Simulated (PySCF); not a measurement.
Gas-phase reaction: AlCH3 + 4 O → Al(OH)3 + CO

Method: PySCF energies plus ideal-gas RRHO corrections (1 bar). † marks an energy on the PBE0/def2-TZVP geometry and frequencies; other levels use their own. CCSD(T) freezes the core. 6-31G* has spherical d functions here. Open shells (unrestricted): O (multiplicity 3); the rest are closed-shell singlets. Spin-orbit splitting is ignored; it lowers the true energy and changes the entropy of O. B3LYP is the form with VWN-RPA correlation. AlCH3, Al(OH)3: computed as isolated molecules; such fragments, hydroxides, amides, oligomers or adducts are transient or little studied in the gas. CCSD(T) isn't extrapolated to the basis-set limit.

PBE/def2-TZVP† gives ΔH°(298 K) = -2294 kJ.

### Question
What do HF/6-31G*, CCSD(T)/def2-SVP†, B3LYP/6-31G* give?

### Answer
HF/6-31G*: -1310 kJ; CCSD(T)/def2-SVP†: -2060 kJ; B3LYP/6-31G*: -2092 kJ. For scale, ΔH°(298 K) is -2294 kJ at this level, -2242 kJ at ωB97M-V/def2-TZVP†, and runs from -3605 to -1310 kJ over the 20 levels computed.
